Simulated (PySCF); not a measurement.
C2H6O, SMILES O(C)C.

Coordinates come from a B3LYP-D3(BJ)/def2-TZVP optimisation.

Calculation: PySCF with TDA-M06-2X/def2-SVPD.

Vertical excitations. Gas-phase values at a fixed geometry. State labels are in the subgroup C2v.

Computed excitation energies, oscillator strengths and character:
```tsv
state	symmetry	energy (eV)	λ (nm)	f	main pairs
S1	B2	7.41	167	0.029	HOMO→LUMO 88 %
S2	B2	8.34	149	0.027	HOMO→LUMO+2 62 %, HOMO→LUMO+4 23 %, HOMO→LUMO 9 %
S3	A2	8.37	148	0.000	HOMO→LUMO+1 97 %
S4	A1	9.06	137	0.000	HOMO−1→LUMO 64 %, HOMO→LUMO+3 24 %
S5	B2	9.06	137	0.040	HOMO→LUMO+4 66 %, HOMO→LUMO+2 30 %
S6	A1	9.09	136	0.068	HOMO→LUMO+3 74 %, HOMO−1→LUMO 21 %
S7	A2	9.67	128	0.000	HOMO→LUMO+5 92 %
S8	B1	9.86	126	0.002	HOMO−1→LUMO+1 76 %, HOMO−2→LUMO 21 %
S9	A1	9.97	124	0.050	HOMO−1→LUMO+2 62 %, HOMO−1→LUMO+4 16 %
S10	B2	10.04	124	0.003	HOMO→LUMO+7 92 %
T1	B2	7.29	170	0	HOMO→LUMO 68 %, HOMO→LUMO+2 14 %, HOMO→LUMO+4 14 %
T2	B2	7.97	156	0	HOMO→LUMO+2 40 %, HOMO→LUMO 29 %, HOMO→LUMO+4 21 %
T3	A2	8.34	149	0	HOMO→LUMO+1 94 %
T4	A1	8.90	139	0	HOMO−1→LUMO 72 %
```
Triplets are in the Tamm–Dancoff approximation.
